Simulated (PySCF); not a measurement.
# C₃H₂ClF: runs on many settings

Aim: see how C₃H₂ClF (`F[C@@H]1C=C1Cl`) answers to the choice of functional, basis, grid and SCF options.

Computed with PySCF 2.14.0, with density-fitted response routines of our own, on a single molecule, in the gas phase or a continuum. Atoms are numbered from 0 throughout.

## Step 1: The molecule as given

7 atoms, charge 0, multiplicity 1; geometry from: GFN2-xTB.

Bonds of the start (Å): F0–C1 1.38, C1–C2 1.49, C2–C3 1.31, C3–Cl4 1.67, C3–C1 1.48, C1–H5 1.08, C2–H6 1.06.

## Step 2: NMR shieldings: PBE0/def2-TZVP in tetrahydrofuran

What the job is given:

```
{"job": {"kind": "nmr", "xc": "PBE0", "basis": "def2-TZVP", "solvent": "tetrahydrofuran", "pop": false}, "charge": 0, "multiplicity": 1}
F     -0.401562    -1.764559     0.391315
C     -0.605035    -0.451694     0.024206
C      0.433550     0.220733    -0.811738
C      0.386206     0.560942     0.452530
Cl     0.971325     1.444225     1.743830
H     -1.671755    -0.279112    -0.058739
H      0.890604     0.274371    -1.768482
```

Level: GIAO PBE0/def2-TZVP NMR shielding, non-relativistic, IEF-PCM tetrahydrofuran.

The run is started by

```sh
> OMP_NUM_THREADS=1 python probes_run.py task.json out
```

One launch serves the whole session: the jobs run in the order shown.

The program printed:

```text
coarse grid: 7208 points
cycle   1  E = -675.1494190667  dE =  8.721e-01  |g| = 4.885e-01  |ddm| = 2.331e+00
cycle   2  E = -675.1114488755  dE =  3.797e-02  |g| = 7.109e-01  |ddm| = 8.725e-01
cycle   3  E = -675.1883617900  dE = -7.691e-02  |g| = 6.110e-02  |ddm| = 5.507e-01
cycle   4  E = -675.1889646835  dE = -6.029e-04  |g| = 3.021e-02  |ddm| = 6.367e-02
cycle   5  E = -675.1891604599  dE = -1.958e-04  |g| = 1.019e-02  |ddm| = 2.484e-02
cycle   6  E = -675.1891814599  dE = -2.100e-05  |g| = 2.470e-03  |ddm| = 8.125e-03
cycle   7  E = -675.1891827217  dE = -1.262e-06  |g| = 8.972e-04  |ddm| = 2.479e-03
final grid: 67720 points
cycle   8  E = -675.1886032575  dE = -3.971e-05  |g| = 5.864e-03  |ddm| = 3.941e-02
cycle   9  E = -675.1885987646  dE =  4.493e-06  |g| = 7.576e-03  |ddm| = 8.518e-03
cycle  10  E = -675.1886104784  dE = -1.171e-05  |g| = 1.027e-03  |ddm| = 4.891e-03
cycle  11  E = -675.1886106186  dE = -1.403e-07  |g| = 2.294e-04  |ddm| = 9.912e-04
cycle  12  E = -675.1886106271  dE = -8.435e-09  |g| = 8.114e-05  |ddm| = 2.450e-04
cycle  13  E = -675.1886106283  dE = -1.252e-09  |g| = 2.053e-05  |ddm| = 7.440e-05
cycle  14  E = -675.1886106284  dE = -7.469e-11  |g| = 9.739e-06  |ddm| = 1.931e-05
converged SCF energy = -675.1886106284

GIAO shielding tensors (ppm)
atom      isotropic    diamagn.    paramagn.     s11        s22        s33       span
  0 F      348.779     468.819    -120.041    267.620    342.815    435.901    168.281
  1 C      115.884     241.863    -125.978     66.804     69.398    211.451    144.647
  2 C       67.536     262.303    -194.767    -47.163     67.667    182.103    229.266
  3 C       46.934     254.206    -207.272    -73.412     76.471    137.744    211.157
  4 Cl     748.587    1143.367    -394.780    470.510    861.821    913.431    442.921
  5 H       26.546      28.943      -2.398     21.793     25.809     32.036     10.242
  6 H       24.394      29.486      -5.092     21.089     24.443     27.651      6.562
```

It took 8.2 s on 1 thread of Intel Xeon 6975P-C, shared host; peak memory 0.73 GiB.

No reference compound was run at this level, so shieldings alone are listed.

```
atoms                                                 environment  σ (ppm)
   C3                fully substituted alkene carbon bonded to Cl     46.9
   C2                                                   alkene CH     67.5
   C1                three-membered-ring carbon bearing a halogen    115.9
   H6                                    hydrogen on an alkene CH    24.39
   H5  hydrogen on a three-membered-ring carbon bearing a halogen    26.55
   F0                                   fluorine on an sp3 carbon    348.8
  Cl4                                        chlorine bonded to C      749
```

Ring of atoms C1, C2, C3: NICS(0) -29.5, NICS(1) -8.9, NICS(1)zz -16.1 ppm (means of both faces; NICS(1) differs between them: -7.1 and -10.7).

The two faces differ (NICS(1)zz -11.4 and -20.9 ppm, in the same order).

In rings of three or four atoms NICS is ruled by the nearby σ bonds, so it says little on aromaticity.

## Step 3: Shielding tensors: BLYP/pcSseg-1 in tetrahydrofuran

The job, as its differences from that of step 2:

```diff
@@ -1,2 +1,2 @@
-{"job": {"kind": "nmr", "xc": "PBE0", "basis": "def2-TZVP", "solvent": "tetrahydrofuran", "pop": false}, "charge": 0, "multiplicity": 1}
+{"job": {"kind": "nmr", "xc": "BLYP", "basis": "pcSseg-1", "solvent": "tetrahydrofuran", "pop": true, "scf": {"aux": "def2-qzvpp-jkfit", "conv": 1e-07}}, "charge": 0, "multiplicity": 1}
 F     -0.401562    -1.764559     0.391315
```

With the program's defaults for keys left out, this is: GIAO BLYP/pcSseg-1 NMR shielding, non-relativistic, IEF-PCM tetrahydrofuran.

The program printed:

```text
final grid: 67720 points
cycle   1  E = -675.3320132935  dE =  7.508e-01  |g| = 5.436e-01  |ddm| = 2.575e+00
cycle   2  E = -675.2236932427  dE =  1.083e-01  |g| = 9.785e-01  |ddm| = 1.240e+00
cycle   3  E = -675.3764392759  dE = -1.527e-01  |g| = 1.516e-01  |ddm| = 9.057e-01
cycle   4  E = -675.3812790764  dE = -4.840e-03  |g| = 5.894e-02  |ddm| = 1.708e-01
cycle   5  E = -675.3820164522  dE = -7.374e-04  |g| = 2.136e-02  |ddm| = 5.593e-02
cycle   6  E = -675.3821046694  dE = -8.822e-05  |g| = 5.666e-03  |ddm| = 2.222e-02
cycle   7  E = -675.3821125770  dE = -7.908e-06  |g| = 1.956e-03  |ddm| = 8.418e-03
cycle   8  E = -675.3821133854  dE = -8.084e-07  |g| = 2.339e-04  |ddm| = 2.092e-03
cycle   9  E = -675.3821133967  dE = -1.138e-08  |g| = 7.366e-05  |ddm| = 2.529e-04
converged SCF energy = -675.3821133967

GIAO shielding tensors (ppm)
atom      isotropic    diamagn.    paramagn.     s11        s22        s33       span
  0 F      329.223     473.084    -143.861    250.711    319.927    417.030    166.319
  1 C       99.987     239.059    -139.071     47.530     53.368    199.065    151.535
  2 C       57.058     251.312    -194.254    -54.246     55.247    170.171    224.417
  3 C       33.596     254.757    -221.161    -82.497     62.700    120.585    203.082
  4 Cl     727.483    1146.574    -419.091    447.261    853.663    881.526    434.264
  5 H       26.407      27.941      -1.534     21.530     25.803     31.889     10.359
  6 H       24.498      31.341      -6.843     21.351     24.971     27.171      5.820
```

It took 3.9 s on 1 thread of Intel Xeon 6975P-C, shared host; peak memory 0.6 GiB.

Key values: σ C3 33.6, C2 57.1, C1 100.0, F0 329.2, H6 24.50, H5 26.41 ppm.

## Step 4: TDDFT and polarisability: mPW1PW91/def2-SVPD in water

What the job is given:

```
{"job": {"kind": "uv", "xc": "mPW1PW91", "basis": "def2-SVPD", "solvent": "water", "nstates": 12, "ntriplets": 0, "tda": false, "grid": 1, "scf": {"guess": "atom"}}, "charge": 0, "multiplicity": 1}
F     -0.401562    -1.764559     0.391315
C     -0.605035    -0.451694     0.024206
C      0.433550     0.220733    -0.811738
C      0.386206     0.560942     0.452530
Cl     0.971325     1.444225     1.743830
H     -1.671755    -0.279112    -0.058739
H      0.890604     0.274371    -1.768482
```

Level: TDDFT mPW1PW91/def2-SVPD, vertical, IEF-PCM water (non-equilibrium linear response), core orbitals frozen in the response.

The program printed:

```text
final grid: 32104 points
cycle   1  E = -675.0309824928  dE =  1.433e+00  |g| = 7.093e-01  |ddm| = 4.914e+00
cycle   2  E = -675.0017586174  dE =  2.922e-02  |g| = 7.893e-01  |ddm| = 2.209e+00
cycle   3  E = -675.1528895615  dE = -1.511e-01  |g| = 8.861e-02  |ddm| = 1.083e+00
cycle   4  E = -675.1542790078  dE = -1.389e-03  |g| = 4.948e-02  |ddm| = 2.113e-01
cycle   5  E = -675.1548387776  dE = -5.598e-04  |g| = 1.308e-02  |ddm| = 1.144e-01
cycle   6  E = -675.1548802274  dE = -4.145e-05  |g| = 2.007e-03  |ddm| = 2.193e-02
cycle   7  E = -675.1548809469  dE = -7.195e-07  |g| = 8.470e-04  |ddm| = 3.533e-03
cycle   8  E = -675.1548810794  dE = -1.326e-07  |g| = 2.300e-04  |ddm| = 1.107e-03
cycle   9  E = -675.1548810924  dE = -1.293e-08  |g| = 3.612e-05  |ddm| = 6.269e-04
cycle  10  E = -675.1548810927  dE = -3.237e-10  |g| = 1.198e-05  |ddm| = 8.861e-05
converged SCF energy = -675.1548810927

Static polarisability (au): isotropic 63.164, principal 47.390 58.991 83.111

Singlet excitations
state   eV       nm        f      main configurations
  1   6.2376    198.8   0.00598   H-1->L 0.76, H->L 0.22
  2   6.8261    181.6   0.14137   H->L 0.62, H-1->L 0.21, H-2->L 0.08
  3   7.1277    173.9   0.00501   H->L+1 0.84, H-2->L 0.11
  4   7.2832    170.2   0.02943   H-2->L 0.77, H->L+1 0.09
  5   7.6423    162.2   0.10520   H-1->L+1 0.84
  6   8.0085    154.8   0.01896   H->L+2 0.91
  7   8.3927    147.7   0.00945   H-1->L+2 0.82
  8   8.5068    145.7   0.01156   H->L+3 0.89
  9   8.7307    142.0   0.14165   H-2->L+1 0.64, H->L+5 0.11, H->L+4 0.08
 10   8.8091    140.7   0.08475   H->L+5 0.61, H->L+4 0.20
 11   8.8719    139.7   0.00438   H-3->L 0.48, H->L+5 0.22, H->L+4 0.20
 12   8.9278    138.9   0.06540   H-1->L+3 0.45, H-3->L 0.25, H->L+4 0.14
```

It took 5.2 s on 1 thread of Intel Xeon 6975P-C, shared host; peak memory 0.54 GiB.

The orbitals next to the gap, with their largest atomic shares:

```
orbital      eV                       atoms
 HOMO−3  -10.90  Cl4 40 %, F0 27 %, C3 14 %
 HOMO−2   -9.56  Cl4 30 %, C2 23 %, F0 19 %
 HOMO−1   -8.55  Cl4 29 %, C1 22 %, C3 17 %
   HOMO   -8.14  C2 27 %, Cl4 27 %, C3 25 %
   LUMO   -0.46  C2 37 %, C3 34 %, Cl4 15 %
 LUMO+1    0.44  Cl4 59 %, C3 18 %, C1 10 %
 LUMO+2    1.12  Cl4 38 %, C1 17 %, C2 16 %
```

With each of the 12 states as a Gaussian band of 0.4 eV half-width at 1/e, the curve within the window shown has maxima at 180 nm (ε 6,300), 163 nm (ε 5,300), 141 nm (ε 12,000) L/(mol cm). Beyond the last state computed it falls off for lack of states. The curve at chosen wavelengths:

(nm, ε (L/mol/cm)): (134, 3984), (137, 8642), (141, 11996), (144, 9844), (148, 5054), (151, 3172), (154, 3105), (158, 4381), (161, 5166), (165, 5214), (168, 4909), (171, 4905), (175, 5597), (178, 6181), (182, 6160), (185, 5363), (188, 4154), (192, 2525), (195, 1594), (199, 816), (202, 495), (205, 306), (209, 165), (212, 102), (216, 52), (219, 29)

Further results of this job:

```
           property  computed
  dipole moment (D)      2.57
polarisability (Å³)      9.36
 HOMO–LUMO gap (eV)      7.68
      −ε(HOMO) (eV)      8.14
```

## Step 5: J couplings: wB97X-D/pcseg-1

What the job is given:

```
{"job": {"kind": "j", "xc": "wB97X-D", "basis": "pcseg-1", "scf": {"aux": "def2-qzvpp-jkfit", "conv": 1e-11}}, "charge": 0, "multiplicity": 1}
F     -0.401562    -1.764559     0.391315
C     -0.605035    -0.451694     0.024206
C      0.433550     0.220733    -0.811738
C      0.386206     0.560942     0.452530
Cl     0.971325     1.444225     1.743830
H     -1.671755    -0.279112    -0.058739
H      0.890604     0.274371    -1.768482
```

Method: wB97X-D/pcseg-1 indirect spin-spin coupling, non-relativistic, gas phase.

The program printed:

```text
final grid: 67720 points
cycle   1  E = -675.2636351673  dE =  1.021e+00  |g| = 5.323e-01  |ddm| = 2.909e+00
cycle   2  E = -675.2555223339  dE =  8.113e-03  |g| = 6.363e-01  |ddm| = 9.616e-01
cycle   3  E = -675.3248370039  dE = -6.931e-02  |g| = 3.816e-02  |ddm| = 4.858e-01
cycle   4  E = -675.3252339508  dE = -3.969e-04  |g| = 1.570e-02  |ddm| = 6.957e-02
cycle   5  E = -675.3253042888  dE = -7.034e-05  |g| = 6.300e-03  |ddm| = 3.355e-02
cycle   6  E = -675.3253164527  dE = -1.216e-05  |g| = 1.842e-03  |ddm| = 1.126e-02
cycle   7  E = -675.3253175071  dE = -1.054e-06  |g| = 7.749e-04  |ddm| = 4.722e-03
cycle   8  E = -675.3253177393  dE = -2.322e-07  |g| = 1.696e-04  |ddm| = 2.276e-03
cycle   9  E = -675.3253177549  dE = -1.565e-08  |g| = 3.771e-05  |ddm| = 6.922e-04
cycle  10  E = -675.3253177560  dE = -1.066e-09  |g| = 1.801e-05  |ddm| = 1.493e-04
cycle  11  E = -675.3253177561  dE = -1.299e-10  |g| = 7.029e-06  |ddm| = 4.727e-05
cycle  12  E = -675.3253177562  dE = -2.535e-11  |g| = 2.851e-06  |ddm| = 2.023e-05
cycle  13  E = -675.3253177562  dE = -3.070e-12  |g| = 8.107e-07  |ddm| = 6.996e-06
converged SCF energy = -675.3253177562

Indirect spin-spin couplings (Hz)
  i      j    bonds     total        FC       PSO       DSO        SD
  0 F    1 C    1   -232.731  -258.431    12.557     0.884    12.259
  0 F    2 C    2     28.426    24.138     2.879    -0.166     1.575
  0 F    3 C    2     26.219    28.331    -2.521    -0.048     0.456
  0 F    5 H    2     84.389    82.832     5.504    -1.184    -2.763
  0 F    6 H    3     -2.926    -3.402     1.638    -1.340     0.178
  1 C    2 C    1     25.987    27.376    -1.300     0.222    -0.312
  1 C    3 C    1     29.895    32.064    -1.956     0.283    -0.496
  1 C    5 H    1    205.070   203.998    -0.590     1.167     0.495
  1 C    6 H    2      0.900     0.843     0.269    -0.535     0.324
  2 C    3 C    1     69.244    71.097    -5.640     0.237     3.551
  2 C    5 H    2      0.295     0.524     0.161    -0.393     0.002
  2 C    6 H    1    204.315   204.214    -1.502     0.825     0.778
  3 C    5 H    2     -2.546    -2.418     0.125    -0.260     0.009
  3 C    6 H    2     -3.629    -3.683     0.499    -0.729     0.283
  5 H    6 H    3     -2.037    -1.275     1.371    -2.053    -0.080
```

It took 6.1 s on 1 thread of Intel Xeon 6975P-C, shared host; peak memory 0.49 GiB.

This basis has no tight s functions, so the Fermi-contact terms are rough.

A choice of the couplings up to four bonds, sorted by the number of bonds; isotopes 13C, 19F, 1H:

```
 pair  bonds  J (Hz)  Fermi contact (Hz)  dihedral (°)
F0–C1      1  -232.7              -258.4             –
C1–H5      1   205.1               204.0             –
C2–H6      1   204.3               204.2             –
C2–C3      1    69.2                71.1             –
C1–C3      1    29.9                32.1             –
C1–C2      1    26.0                27.4             –
F0–H5      2    84.4                82.8             –
F0–C2      2    28.4                24.1             –
F0–C3      2    26.2                28.3             –
C3–H6      2    -3.6                -3.7             –
C3–H5      2    -2.5                -2.4             –
F0–H6      3    -2.9                -3.4            70
H5–H6      3    -2.0                -1.3           -74
```

The response was solved for the nuclei of C, F, H alone, so couplings that need other nuclei can be missing.

Quadrupole couplings from the field gradients of the same density:

```
atom  isotope  eQq/h (MHz)     η
 Cl4     35Cl        -78.8  0.14
```

## Step 6: Nuclear shieldings: PBE/pcSseg-1 in methanol

The job, as its differences from that of step 5:

```diff
@@ -1,2 +1,2 @@
-{"job": {"kind": "j", "xc": "wB97X-D", "basis": "pcseg-1", "scf": {"aux": "def2-qzvpp-jkfit", "conv": 1e-11}}, "charge": 0, "multiplicity": 1}
+{"job": {"kind": "nmr", "xc": "PBE", "basis": "pcSseg-1", "solvent": "methanol", "pop": true, "grid": 4}, "charge": 0, "multiplicity": 1}
 F     -0.401562    -1.764559     0.391315
```

Level: GIAO PBE/pcSseg-1 NMR shielding, non-relativistic, IEF-PCM methanol.

The program printed:

```text
coarse grid: 7208 points
cycle   1  E = -674.9185980767  dE =  7.490e-01  |g| = 5.000e-01  |ddm| = 2.607e+00
cycle   2  E = -674.8333000798  dE =  8.530e-02  |g| = 8.692e-01  |ddm| = 1.097e+00
cycle   3  E = -674.9569976436  dE = -1.237e-01  |g| = 1.434e-01  |ddm| = 7.928e-01
cycle   4  E = -674.9613819913  dE = -4.384e-03  |g| = 5.588e-02  |ddm| = 1.586e-01
cycle   5  E = -674.9620574642  dE = -6.755e-04  |g| = 1.814e-02  |ddm| = 5.128e-02
cycle   6  E = -674.9621188878  dE = -6.142e-05  |g| = 4.889e-03  |ddm| = 1.898e-02
cycle   7  E = -674.9621248212  dE = -5.933e-06  |g| = 1.578e-03  |ddm| = 7.199e-03
final grid: 174768 points
cycle   8  E = -675.0112778248  dE = -1.923e-05  |g| = 1.246e-02  |ddm| = 2.771e-02
cycle   9  E = -675.0111935204  dE =  8.430e-05  |g| = 2.423e-02  |ddm| = 3.400e-02
cycle  10  E = -675.0113111010  dE = -1.176e-04  |g| = 1.894e-03  |ddm| = 2.285e-02
cycle  11  E = -675.0113116533  dE = -5.523e-07  |g| = 8.104e-04  |ddm| = 2.115e-03
cycle  12  E = -675.0113117885  dE = -1.352e-07  |g| = 2.710e-04  |ddm| = 7.511e-04
cycle  13  E = -675.0113118045  dE = -1.607e-08  |g| = 5.810e-05  |ddm| = 2.449e-04
cycle  14  E = -675.0113118054  dE = -8.408e-10  |g| = 9.343e-06  |ddm| = 7.826e-05
converged SCF energy = -675.0113118054

GIAO shielding tensors (ppm)
atom      isotropic    diamagn.    paramagn.     s11        s22        s33       span
  0 F      332.746     472.345    -139.598    256.747    322.881    418.610    161.863
  1 C      105.095     238.891    -133.796     53.479     58.940    202.866    149.387
  2 C       61.012     251.170    -190.158    -49.630     58.722    173.944    223.574
  3 C       39.924     254.725    -214.801    -74.008     69.345    124.434    198.443
  4 Cl     739.987    1146.298    -406.312    463.918    868.795    887.247    423.329
  5 H       26.210      27.554      -1.344     21.314     25.504     31.813     10.499
  6 H       24.210      30.920      -6.710     21.040     24.556     27.035      5.996
```

Run time: 7.5 s. Hardware: 1 thread of Intel Xeon 6975P-C, shared host; peak memory 0.53 GiB.

This run: σ C3 39.9, C2 61.0, C1 105.1, F0 332.7, H6 24.21, H5 26.21 ppm.

## Step 7: Side by side: NMR shifts

Isotropic shieldings (ppm), with basis size and wall time:

```
                              run    C3    C2     C1     H6     H5     F0  Cl4  functions   time
PBE0/def2-TZVP in tetrahydrofuran  46.9  67.5  115.9  24.39  26.55  348.8  749        173  8.2 s
 BLYP/pcSseg-1 in tetrahydrofuran  33.6  57.1  100.0  24.50  26.41  329.2  727        102  3.9 s
         PBE/pcSseg-1 in methanol  39.9  61.0  105.1  24.21  26.21  332.7  740        102  7.5 s
```

## Step 8: What came out

| quantity | value |
| --- | --- |
| shieldings of C, H, F, Cl (PBE0/def2-TZVP, tetrahydrofuran) | C3 46.9, C2 67.5, C1 115.9, H6 24.4, H5 26.5, F0 348.8, Cl4 748.6 ppm |
| lowest singlet (mPW1PW91/def2-SVPD) | 6.24 eV (199 nm), f = 0.006 |
| brightest single state of those computed | state 9, 8.73 eV, f = 0.142 |
| largest coupling of the table (wB97X-D/pcseg-1) | ¹J(F,C) F0–C1, -232.7 Hz |
| range of the shielding of Cl4 | 727 to 749 ppm |

In words: Single values in the summary come from the first sound run of each kind (PBE0/def2-TZVP; mPW1PW91/def2-SVPD; wB97X-D/pcseg-1), which need not be the best level. At PBE0/def2-TZVP: The largest span, 443 ppm, is at Cl4, where the paramagnetic term is -395 ppm. The lowest singlet, at 6.24 eV, is HOMO−1→LUMO 0.76, HOMO→LUMO 0.22 and is weak; of the 12 states computed, the strongest absorption comes from state 9 at 8.73 eV (the last state computed absorbs too, and its partners may lie past the list). In the run at wB97X-D/pcseg-1, the largest coupling of the table is F0–C1, -232.7 Hz, of which the Fermi-contact term gives -258.4 Hz. Across the 3 runs the shielding of Cl4 moves most, between 727 (BLYP/pcSseg-1 in tetrahydrofuran) and 749 ppm (PBE0/def2-TZVP in tetrahydrofuran). Couplings from bases without tight functions are rough.
